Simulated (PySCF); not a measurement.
CH2, SMILES [CH2], multiplicity 3. Atoms are numbered in the order given.

```xyz
3

C      0.0000     0.0000    -0.1030
H      0.0000    -0.9966     0.3089
H      0.0000     0.9966     0.3089
```
Charge 0, spin multiplicity 3.

Geometry optimised at B3LYP-D3(BJ)/def2-TZVPD. The isomer is the one that the SMILES or the coordinates give; other isomers of the formula were not compared.

Calculation: B3LYP/pcH-1 run with PySCF.

Unrestricted Kohn–Sham, ⟨S²⟩ = 2.005. Hyperfine tensors hold the contact and dipolar terms, without spin-orbit corrections.

Estimate the hyperfine couplings. (The exact figures need the calculation; the answer reports its results.)


```
nucleus    A(iso) (MHz)  A(iso) (G)  dipolar principal values (MHz)
---------  ------------  ----------  ------------------------------
13C no. 1         244.7        87.3               -80.2, 30.6, 49.6
1H no. 2          -13.1        -4.7              -22.7, -16.6, 39.3
1H no. 3          -13.1        -4.7              -22.7, -16.6, 39.3
```
